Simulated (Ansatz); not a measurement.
## Worked example: correlation energy of F–Ga–GaH, singlet

Geometry: displaced at random from a stationary point.

```xyz
4

F     0.1107    0.5392    2.5832
Ga   -0.0542   -0.2294    1.0001
Ga    0.0225    0.0644   -1.6982
H     0.1056    1.2553   -0.4035
```

Basis cc-pVDZ; Ansatz 0.2.0. Correlated methods freeze the noble-gas cores and the filled d shells of p-block atoms, which leaves 14 electrons in 44 orbitals. R marks a restricted (for open shells ROHF) determinant. No spin–orbit coupling is included, and no scalar relativity.

Full CI isn't at hand for all of this; RCCSDT(Q) serves as the reference, and is uncertain by the last step of the cluster series or more.

RCCSD has a T1 diagnostic of 0.019 and a largest doubles amplitude of 0.07.

Runs differ by some tens of microhartree through their thresholds, so steps under 0.03 kcal/mol mean nothing.

| level | total energy (hartree) |
| --- | --- |
| RHF | -3946.475073 |
| RMP2 | -3946.773585 |
| RCCSD | -3946.800656 |
| RCCSD(T) | -3946.808345 |
| RCCSDT | -3946.809408 |
| RCCSDT(Q) | -3946.810266 |

Problem. What is the correlation energy at RCCSDT(Q), and what share of it do RMP2 and RCCSD(T) recover?

Solution. E(corr) = -3946.810266 − (-3946.475073) = -0.335193 hartree = -9.121 eV. RMP2: -0.298512 / -0.335193 = 89.06 %. RCCSD(T): -0.333272 / -0.335193 = 99.43 %.

Problem. By how many kcal/mol does RCCSD(T) miss RCCSDT(Q) (1 hartree = 627.509 kcal/mol), and which steps make up the rest?

Solution. -3946.808345 − (-3946.810266) = 0.001921 hartree = 1.21 kcal/mol. Steps: RCCSDT − RCCSD(T) = -0.67, RCCSDT(Q) − RCCSDT = -0.54 kcal/mol. Differences between like states or geometries often cancel part of this.
